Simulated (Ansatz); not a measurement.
For diamond, PBE in Ansatz (plane waves, PAW) gives:

lattice parameter a: 3.572 Å
bulk modulus: 433 GPa
band gap at the measured cell: 4.14 eV

Q: What does Hartree–Fock in Ansatz (plane waves, PAW) give for the same quantities?

A: 
- lattice constant a: 3.551 Å (drops by 0.6 %)
- bulk modulus: 497 GPa (goes up by 15 %)
- band gap at the measured cell: 12.56 eV (grows by 8.42 eV)

For comparison: lattice constant a 3.553 Å (measured, static lattice: zero-point anharmonic expansion removed, our sources range from 3.543 to 3.555; as tabulated in Mejia-Rodriguez and Trickey (2018), arXiv:1807.09216); bulk modulus 455 GPa (measured, 0 K value with the zero-point phonon effect removed; as tabulated in Mejia-Rodriguez and Trickey (2018), arXiv:1807.09216); band gap 5.48 eV (measured, low temperature, zero-point motion not removed; as tabulated in arXiv:1206.3780).

Changes are worked out from the printed values.

Unless a cell is named, each level is at its own relaxed cell (PBE 5.70, Hartree–Fock 5.60 Å³/atom).

Density-functional gaps are differences of (generalised) Kohn–Sham levels.

Ansatz's density-functional and Hartree–Fock values are scalar-relativistic unless marked +SOC, with PAW data made under PBE.

Ansatz is a first-principles code.
